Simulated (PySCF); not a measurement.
**C2H3Cl2F (1,1-dichloro-1-fluoroethane): levels of theory compared**

We compute a comparison of 6 runs (HF/3-21G, BLYP/6-31G, B3LYP/6-31G*, B3LYP/def2-TZVP, CCSD(T)/6-31G) of C2H3Cl2F (1,1-dichloro-1-fluoroethane). 

Program for the calculation: PySCF 2.14.0.

### Step 1. The molecule

C2H3Cl2F: 8 atoms, total charge 0, spin state singlet. SMILES: `CC(F)(Cl)Cl`. Geometry: relaxed at PBE0-D4/def2-TZVP.

Bond lengths: C1–C2 1.502 Å, C2–F3 1.348 Å, C2–Cl4 1.776 Å, C2–Cl5 1.776 Å, C1–H6 1.091 Å, C1–H7 1.091 Å, C1–H8 1.088 Å. Some angles: C1–C2–F3 110.1°, C1–C2–Cl4 111.1°, C1–C2–Cl5 111.1°, F3–C2–Cl4 107.6°, F3–C2–Cl5 107.6°, Cl4–C2–Cl5 109.3°, C2–C1–H6 108.9°, C2–C1–H7 108.9°, C2–C1–H8 110.1°, H6–C1–H7 109.8°.

### Step 2. Energy and forces at HF/3-21G (run 1)

run.py

```python
from pyscf import gto, scf

mol = gto.M(
    atom='''
C   -0.133500  -0.505900   0.646300
C    0.199400   0.391300  -0.511300
F    1.523600   0.643200  -0.537400
Cl  -0.232400  -0.372700  -2.055900
Cl  -0.641100   1.950200  -0.373000
H    0.163400  -0.011800   1.572000
H    0.414900  -1.442000   0.535900
H   -1.202100  -0.709300   0.667600
''',
    verbose=4,
    basis='3-21g',
    max_memory=1860,
    spin=0,
    charge=0,
)

mf = scf.RHF(mol)
mf.conv_tol = 1e-10
mf.kernel()
if not mf.converged:
    mf = mf.newton().run(mf.mo_coeff, mf.mo_occ)

e_tot = mf.e_tot
print('E(%s) = %.9f' % ('HF', e_tot))
grad = mf.nuc_grad_method().kernel()
dip = mf.dip_moment()
pop, q = mf.mulliken_pop()
```

On the command line:

```sh
$ OMP_NUM_THREADS=1 python run.py
```

What it wrote:

```text
PySCF version 2.14.0

[... 64 lines left out ...]
converged SCF energy = -1090.52205049245
[... 12 lines left out ...]
Dipole moment(X, Y, Z, Debye): -0.70099, -1.59229,  2.02791
[... 29 lines left out ...]
pop of  3 Cl 2s           1.96093
pop of  3 Cl 3s           1.13967
pop of  3 Cl 4s           0.83212
pop of  3 Cl 2px          1.97161
pop of  3 Cl 2py          1.96997
pop of  3 Cl 2pz          1.96358
pop of  3 Cl 3px          1.10090
pop of  3 Cl 3py          1.05304
pop of  3 Cl 3pz          0.86909
pop of  3 Cl 4px          0.83187
pop of  3 Cl 4py          0.75039
pop of  3 Cl 4pz          0.43282
pop of  4 Cl 1s           1.99868
pop of  4 Cl 2s           1.96093
pop of  4 Cl 3s           1.13967
pop of  4 Cl 4s           0.83211
pop of  4 Cl 2px          1.96987
pop of  4 Cl 2py          1.96324
pop of  4 Cl 2pz          1.97204
pop of  4 Cl 3px          1.04994
pop of  4 Cl 3py          0.85724
pop of  4 Cl 3pz          1.11588
pop of  4 Cl 4px          0.73228
pop of  4 Cl 4py          0.42098
pop of  4 Cl 4pz          0.86175
pop of  5 H 1s            0.46007
pop of  5 H 2s            0.27524
pop of  6 H 1s            0.46007
pop of  6 H 2s            0.27524
pop of  7 H 1s            0.46263
pop of  7 H 2s            0.28407
 ** Mulliken atomic charges  **
charge of    0C =     -0.58545
charge of    1C =     -0.09678
charge of    2F =     -0.35117
charge of    3Cl =      0.12533
charge of    4Cl =      0.12538
charge of    5H =      0.26469
charge of    6H =      0.26469
charge of    7H =      0.25331
```

Wall time 2.3 s (1 thread of Intel Xeon at 2.70GHz, shared host); peak memory 0.13 GiB.

### Step 3. Energy and gradient at BLYP/6-31G (run 2)

job.py

```python
# CC(F)(Cl)Cl
from pyscf import gto, dft

mol = gto.M(
    atom='''
C     -0.252278    -0.956012     1.221330
C      0.376811     0.739450    -0.966217
F      2.879187     1.215472    -1.015539
Cl    -0.439172    -0.704301    -3.885088
Cl    -1.211503     3.685344    -0.704868
H      0.308781    -0.022299     2.970649
H      0.784047    -2.724985     1.012704
H     -2.271640    -1.340383     1.261581
''',
    charge=0,
    verbose=3,
    max_memory=1860,
    unit='bohr',
    basis='6-31g',
)

mf = dft.RKS(mol, xc='blyp')
mf.conv_tol = 1e-10
mf.grids.level = 5
mf.kernel()
if not mf.converged:
    mf = mf.newton().run(mf.mo_coeff, mf.mo_occ)

e_final = mf.e_tot
print('E = %.10f Eh' % e_final)
grad = mf.nuc_grad_method().kernel()
dip = mf.dip_moment()
pop, q = mf.mulliken_pop()
```

On the command line:

```sh
$ OMP_NUM_THREADS=1 python job.py
```

What it wrote:

```text
converged SCF energy = -1098.07202009625
E = -1098.0720200962 Eh
--------------- RKS gradients ---------------
         x                y                z
0 C     0.0016890070     0.0037220575    -0.0047120525
1 C     0.0176503992     0.0212832701    -0.0250678019
2 F    -0.0585757396    -0.0097477425    -0.0007643071
3 Cl     0.0124291008     0.0248894966     0.0461498741
4 Cl     0.0251367735    -0.0472978481    -0.0061332200
5 H    -0.0015357838    -0.0014859467    -0.0064313204
6 H    -0.0028680464     0.0060618044    -0.0009583867
7 H     0.0060780027     0.0025756469    -0.0020855898
----------------------------------------------
Dipole moment(X, Y, Z, Debye): -0.46488, -1.33113,  1.72480
 ** Mulliken pop  **
pop of  0 C 1s            1.99664
pop of  0 C 2s            0.68340
pop of  0 C 3s            0.61288
pop of  0 C 2px           0.75182
pop of  0 C 2py           0.72270
pop of  0 C 2pz           0.70101
pop of  0 C 3px           0.33006
pop of  0 C 3py           0.28734
pop of  0 C 3pz           0.24338
pop of  1 C 1s            1.99702
pop of  1 C 2s            0.70187
pop of  1 C 3s            0.69928
pop of  1 C 2px           0.57977
pop of  1 C 2py           0.66708
pop of  1 C 2pz           0.70487
pop of  1 C 3px           0.16996
pop of  1 C 3py           0.33138
pop of  1 C 3pz           0.33588
pop of  2 F 1s            1.99719
pop of  2 F 2s            0.93598
pop of  2 F 3s            1.06116
pop of  2 F 2px           0.92358
pop of  2 F 2py           1.18545
pop of  2 F 2pz           1.19751
pop of  2 F 3px           0.51675
pop of  2 F 3py           0.69725
pop of  2 F 3pz           0.70378
pop of  3 Cl 1s           1.99969
pop of  3 Cl 2s           1.99653
pop of  3 Cl 3s           1.44402
pop of  3 Cl 4s           0.49257
pop of  3 Cl 2px          1.99151
pop of  3 Cl 2py          1.99089
pop of  3 Cl 2pz          1.98840
pop of  3 Cl 3px          1.31043
pop of  3 Cl 3py          1.25805
pop of  3 Cl 3pz          1.04540
pop of  3 Cl 4px          0.57826
pop of  3 Cl 4py          0.51763
pop of  3 Cl 4pz          0.27394
pop of  4 Cl 1s           1.99969
pop of  4 Cl 2s           1.99653
pop of  4 Cl 3s           1.44402
pop of  4 Cl 4s           0.49257
pop of  4 Cl 2px          1.99082
pop of  4 Cl 2py          1.98827
pop of  4 Cl 2pz          1.99170
pop of  4 Cl 3px          1.25083
pop of  4 Cl 3py          1.03178
pop of  4 Cl 3pz          1.33129
pop of  4 Cl 4px          0.50228
pop of  4 Cl 4py          0.26274
pop of  4 Cl 4pz          0.60474
pop of  5 H 1s            0.53335
pop of  5 H 2s            0.29549
pop of  6 H 1s            0.53334
pop of  6 H 2s            0.29550
pop of  7 H 1s            0.53438
pop of  7 H 2s            0.29834
 ** Mulliken atomic charges  **
charge of    0C =     -0.32925
charge of    1C =     -0.18712
charge of    2F =     -0.21866
charge of    3Cl =      0.11269
charge of    4Cl =      0.11274
charge of    5H =      0.17116
charge of    6H =      0.17116
charge of    7H =      0.16728
```

It took 21 s on 1 thread of Intel Xeon at 2.70GHz, shared host; peak memory 0.6 GiB.

Runs 3 to 5 aren't shown in full; the table further down has their settings and results.

### Step 4. The energy at CCSD(T)/6-31G (run 6)

input.py

```python
from pyscf import gto, cc

molecule = gto.M(
    atom=[
    ('C', (-0.133500, -0.505900, 0.646300)),
    ('C', (0.199400, 0.391300, -0.511300)),
    ('F', (1.523600, 0.643200, -0.537400)),
    ('Cl', (-0.232400, -0.372700, -2.055900)),
    ('Cl', (-0.641100, 1.950200, -0.373000)),
    ('H', (0.163400, -0.011800, 1.572000)),
    ('H', (0.414900, -1.442000, 0.535900)),
    ('H', (-1.202100, -0.709300, 0.667600)),
],
    spin=0,
    verbose=4,
    max_memory=1860,
    charge=0,
    basis='6-31g',
)

mf = molecule.RHF()
mf.conv_tol = 1e-10
mf.kernel()
if not mf.converged:
    mf = mf.newton().run(mf.mo_coeff, mf.mo_occ)

mycc = cc.CCSD(mf, frozen=13)
mycc.kernel()
e_t = mycc.ccsd_t()
e_tot = mycc.e_tot + e_t
print(f'total energy: {e_tot:.8f} hartree')
dip = mf.dip_moment()
pop, q = mf.mulliken_pop()
```

On the command line:

```sh
$ OMP_NUM_THREADS=1 python input.py
```

What it wrote:

```text
PySCF version 2.14.0

[... 64 lines left out ...]
converged SCF energy = -1095.7591668673
[... 12 lines left out ...]
Init t2, MP2 energy = -1096.14923097036  E_corr(MP2) -0.390064103063036
[... 12 lines left out ...]
CCSD converged
[... 2 lines left out ...]
total energy: -1096.18879775 hartree
Dipole moment(X, Y, Z, Debye): -0.93180, -1.58754,  1.96529
[... 29 lines left out ...]
pop of  3 Cl 2s           1.99831
pop of  3 Cl 3s           1.38039
pop of  3 Cl 4s           0.56479
pop of  3 Cl 2px          1.99478
pop of  3 Cl 2py          1.99425
pop of  3 Cl 2pz          1.99212
pop of  3 Cl 3px          1.30509
pop of  3 Cl 3py          1.24741
pop of  3 Cl 3pz          1.01607
pop of  3 Cl 4px          0.59323
pop of  3 Cl 4py          0.52884
pop of  3 Cl 4pz          0.26786
pop of  4 Cl 1s           1.99974
pop of  4 Cl 2s           1.99831
pop of  4 Cl 3s           1.38039
pop of  4 Cl 4s           0.56479
pop of  4 Cl 2px          1.99417
pop of  4 Cl 2py          1.99202
pop of  4 Cl 2pz          1.99496
pop of  4 Cl 3px          1.23823
pop of  4 Cl 3py          1.00294
pop of  4 Cl 3pz          1.32742
pop of  4 Cl 4px          0.50895
pop of  4 Cl 4py          0.25876
pop of  4 Cl 4pz          0.62216
pop of  5 H 1s            0.52557
pop of  5 H 2s            0.25871
pop of  6 H 1s            0.52557
pop of  6 H 2s            0.25871
pop of  7 H 1s            0.52803
pop of  7 H 2s            0.26573
 ** Mulliken atomic charges  **
charge of    0C =     -0.43663
charge of    1C =     -0.06571
charge of    2F =     -0.36965
charge of    3Cl =      0.11713
charge of    4Cl =      0.11717
charge of    5H =      0.21573
charge of    6H =      0.21572
charge of    7H =      0.20624
```

Wall time 7.2 s (1 thread of Intel Xeon at 2.70GHz, shared host); peak memory 0.18 GiB.

### Step 5. All runs side by side

```csv
run,level,integration grid,Cartesian functions,energy (Eh),dipole moment (D) of the reference,HOMO energy (eV),LUMO energy (eV),wall time
1,HF/3-21G,–,no,-1090.522050,2.67,-12.45,3.95,2.3 s
2,BLYP/6-31G,5,no,-1098.072020,2.23,-7.23,-1.01,21 s
3,B3LYP/6-31G* (spherical functions),5,no,-1098.236742,2.03,-8.47,-0.31,33 s
4,B3LYP/6-31G* (Cartesian functions),5,yes,-1098.245907,2.03,-8.47,-0.31,33 s
5,B3LYP/def2-TZVP,5,no,-1098.391582,1.97,-8.59,-0.47,2.3 min
6,CCSD(T)/6-31G,–,no,-1096.188798,2.69,-12.50,3.85,7.2 s
```

### Step 6. Outcome

| quantity | value |
| --- | --- |
| run 6: total energy | -1096.18880 Eh |
| run 6: dipole moment (Hartree–Fock density) | 2.69 D |
| run 6: HOMO energy (Hartree–Fock orbitals) | -12.50 eV |
| run 6: LUMO energy (Hartree–Fock orbitals) | 3.85 eV |
| run 6: HOMO–LUMO gap (Hartree–Fock orbitals) | 16.35 eV |
| run 6: correlation energy (13 core orbitals frozen) | -429.6 mEh |
| run 6: (T) correction | -9.83 mEh |
| run 6: T1 diagnostic | 0.010 |

What this shows: Over runs 1, 2, 3, 4, 5 the dipole moment (its size) runs from 1.97 D (B3LYP/def2-TZVP) to 2.67 D (HF/3-21G). The two ends differ in method and basis. Over runs 1, 2, 3, 4, 5 the HOMO–LUMO gap runs from 6.22 eV (BLYP/6-31G) to 16.40 eV (HF/3-21G). Totals of different functionals can't be ranked against each other. All runs together took 3.9 min, the longest 2.3 min.
